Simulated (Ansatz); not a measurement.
# CF₂: up Jacob's ladder to CCSD(T)

How much do the methods differ for CF₂? The plan is to run it at one geometry with functionals of several rungs and with coupled cluster. The yardstick is the atomisation energy at the CCSD(T) limit.

Program: Ansatz 0.2.0, Gaussian basis. Level of theory: functionals in def2-TZVPP, the program's frozen cores in correlated methods. These are calculated values, not measurements.

Plan: LDA (SPW92), PBE-D4, revPBE-D4, BLYP-D4, r2SCAN-D4, B97M-V, PBE0-D4, B3LYP-D4, r2SCANh-D4, r2SCAN0-D4, HSE06-D4, BHLYP-D4, CAM-B3LYP-D4, LC-ωPBE, ωB97X-V, ωB97M-V, B2PLYP, PBE-QIDH; CCSD(T)/def2-SVP; CCSD(T)/def2-TZVPP; CCSD(T)/def2-QZVPP; extrapolation to the limit; RPA on PBE.

## Step 1: The geometry

All runs share one geometry, relaxed beforehand with PBE0-D4 in a triple-zeta def2 set.

SMILES `F[C]F`, 3 atoms, charge 0, spin multiplicity 1.

Atoms are counted from 1 here; the program's logs count them from 0.

Bond lengths: F1–C2 1.296 Å, C2–F3 1.296 Å. Angles: F1–C2–F3 104.7°.

Coordinates:

```
atom    x (Å)    y (Å)    z (Å)
  F1   0.3163   0.9714   0.2816
  C2   0.3823  -0.3185   0.1751
  F3  -0.6986  -0.6529  -0.4568
```

## Step 2: LDA

This LDA is Slater exchange with PW92 correlation.

Input file in.yaml:

```yaml
crystal:
  periodic: [false, false, false]
  atoms:
    - {symbol: F, position_ang: [0.316329, 0.971416, 0.281613]}
    - {symbol: C, position_ang: [0.382310, -0.318501, 0.175141]}
    - {symbol: F, position_ang: [-0.698640, -0.652915, -0.456754]}
basis:
  gaussian: {orbitals: def2-TZVPP}
hamiltonian: {xc: lda}
output: {orbitals: {seedname: orbitals}}
```

The run is started by

```bash
$ ansatz run in.yaml --threads 2 --pin off --events-out ev --progress --plain --max-ram 32768MiB --backend cpu
```

Further steps of the session: PBE-D4 (GGA); revPBE-D4 (GGA); BLYP-D4 (GGA); r2SCAN-D4 (meta-GGA); B97M-V (meta-GGA); PBE0-D4 (hybrid); B3LYP-D4 (hybrid); r2SCANh-D4 (hybrid); r2SCAN0-D4 (hybrid); HSE06-D4 (hybrid); BHLYP-D4 (hybrid); CAM-B3LYP-D4 (range-separated); LC-ωPBE (range-separated); ωB97X-V (range-separated); ωB97M-V (range-separated); B2PLYP (double hybrid); PBE-QIDH (double hybrid); CCSD(T) in def2-SVP; CCSD(T) in def2-TZVPP; CCSD(T) in def2-QZVPP; RPA on PBE orbitals.

Q: Predict the results of all the runs planned. Wanted: atomisation energy, CCSD(T)/CBS; farthest beyond LDA; mean size of error, GGA; mean size of error, meta-GGA; mean size of error, hybrid; mean size of error, range-separated; mean size of error, double hybrid; gap, smallest and largest; T1 diagnostic.

**Answer**, as computed:

| quantity | value |
| --- | --- |
| atomisation energy, CCSD(T)/CBS | 1077.8 kJ/mol |
| functionals within 5.4 kJ/mol (0.5 %) | PBE0-D4 |
| farthest beyond LDA | BHLYP-D4 (-97.8 kJ/mol) |
| mean size of error, GGA | 46.4 kJ/mol |
| mean size of error, meta-GGA | 6.5 kJ/mol |
| mean size of error, hybrid | 30.9 kJ/mol |
| mean size of error, range-separated | 12.8 kJ/mol |
| mean size of error, double hybrid | 14.6 kJ/mol |
| gap, smallest and largest | 3.43 eV (LDA (SPW92)), 12.15 eV (LC-ωPBE) |
| T1 diagnostic | 0.0172 |
| triples share of the correlation energy | 3.4 % |

The LDA atomisation energy is off by 280.9 kJ/mol (26 %): it overbinds. PBE-D4 misses by +81.3 kJ/mol. Double hybrids carry the basis error of their MP2 part in triple zeta, and no dispersion term here, so their miss is partly the set-up's. Taken by rung, meta-GGA functionals do best (6.5 kJ/mol on average) and GGA ones worst beyond LDA (46.4 kJ/mol). RPA and LDA stand outside this count. The reference freezes the cores and leaves out relativity and excitations past (T), so misses under about 5.4 kJ/mol can't be ranked. Hartree-Fock recovers 61 % of the binding; the rest is correlation. CCSD(T) in def2-SVP is off by -62.2 kJ/mol, so the small basis spoils what the method gains. Orbital gaps span 3.4 to 12.1 eV; exact exchange widens them. The restricted reference is unstable towards a spin-broken one.
